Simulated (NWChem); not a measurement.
**BCl (SMILES [B]Cl): CCSD(T)/def2-TZVPPD**

What is the vertical ionisation energy of BCl at CCSD(T)/def2-TZVPPD? 

The results are computed with NWChem 7.3.0.

4 further runs of the same task are left out: 4 set aside as unsound or not needed. Runs told in other sessions of the task aren't counted.

### Step 1. The system as given

BCl: 2 atoms, total charge 0, spin state singlet. As SMILES, `[B]Cl`. The shape is that of a PBE0-D4/def2-TZVP optimisation.

Bond lengths: B1–Cl2 1.718 Å.

### Step 2. A single-point energy at CCSD(T)/def2-TZVPPD

File struct.nw:

```
start struct
title "BCl ccsd(t)"
memory stack 880 mb heap 220 mb global 1100 mb
geometry noautosym nocenter noautoz
  B     0.000000    0.000000   -0.069660
  Cl    0.000000    0.000000    1.648190
end
basis spherical bse
  * library def2-TZVPPD
end
scf
  singlet
  rhf
  thresh 1e-08
  maxiter 80
end
ccsd
  freeze core 6
  maxiter 60
end
task ccsd(t) energy
```

Command:

```bash
$ nwchem struct.nw > struct.out
```

Output:

```text
[...]
  functions       =    88
[...]
  wavefunction    = RHF
[...]
         Total SCF energy =   -484.148792935437
      One-electron energy =   -719.291821203317
      Two-electron energy =    208.959097095209
 Nuclear repulsion energy =     26.183931172672
        Time for solution =      7.2s
[...]
 Total MP2 energy:           -484.409987300780756
[...]
             energy      energy      error      ampl     ampl      Block
                                                time     time      time
[...]
 Total CCSD energy:           -484.439814527181397
[...]
 Total CCSD+T(CCSD) energy:           -484.454227844758634
[...]
 Total CCSD(T) energy:                -484.453844850787846
[...]
```

Run time: 53 s. Hardware: 1 thread of Intel Xeon 6975P-C (Granite Rapids), shared host; peak memory 0.16 GiB.

### Step 3. The doublet cation, same level

File mymol.xyz:

```xyz
2
BCl
B      0.000000     0.000000    -0.069660
Cl     0.000000     0.000000     1.648190
```

File mymol.nw:

```
start mymol
title "BCl"
memory stack 330 mb heap 110 mb global 1760 mb
charge 1

geometry units angstrom noautosym nocenter noautoz
  load mymol.xyz
end

basis spherical bse
  * library def2-TZVPPD
end

scf
  doublet
  uhf
  thresh 1e-08
  maxiter 80
  noprint "final vectors analysis"
end

tce
  scf
  ccsd(t)
  freeze core 6
  maxiter 60
end

task tce energy
```

Command:

```bash
$ nwchem mymol.nw > mymol.out
```

Output:

```text
[...]
  functions       =    88
[...]
  wavefunction    = UHF
[...]
         Total SCF energy =   -483.818065587947
      One electron energy =   -712.820386067780
      Two electron energy =    202.818389307161
 Nuclear repulsion energy =     26.183931172672
                       Sz =      0.5000
                 Sz(Sz+1) =      0.7500
                      S^2 =      0.7604
[...]
         Wavefunction type : Unrestricted Hartree-Fock
          No. of electrons :    21
[...]
         Spin multiplicity : doublet
[...]
 CCSD total energy / hartree       =      -484.068646876623063
[...]
 CCSD[T] total energy / hartree       =      -484.083390579425497
[...]
 CCSD(T) total energy / hartree       =      -484.082550369029377
[...]
```

Run time: 63 s. Hardware: 1 thread of Intel Xeon 6975P-C (Granite Rapids), shared host; peak memory 1.6 GiB.

### Step 4. What came out

Level: CCSD(T)/def2-TZVPPD, 6 core orbitals frozen.

| quantity | value |
| --- | --- |
| singlet BCl: total energy | -484.45384 Eh |
| singlet BCl: HOMO energy (Hartree–Fock orbitals) | -10.35 eV |
| singlet BCl: LUMO energy (Hartree–Fock orbitals) | 1.36 eV |
| singlet BCl: HOMO–LUMO gap (Hartree–Fock orbitals) | 11.71 eV |
| singlet BCl: correlation energy (6 core orbitals frozen) | -305.1 mEh |
| singlet BCl: (T) correction | -14.03 mEh |
| doublet cation: total energy | -484.08255 Eh |
| doublet cation: correlation energy (6 core orbitals frozen) | -264.5 mEh |
| doublet cation: (T) correction | -13.90 mEh |
| doublet cation: ⟨S²⟩ of the reference determinant | 0.760 |
| vertical ionisation energy (to the doublet cation) | 10.103 eV |

**Reading.** Removing an electron at fixed nuclei costs 10.10 eV (233 kcal/mol). The triples (singlet BCl) make up 4.6 % of the correlation energy. The triples (doublet cation) make up 5.3 % of the correlation energy.
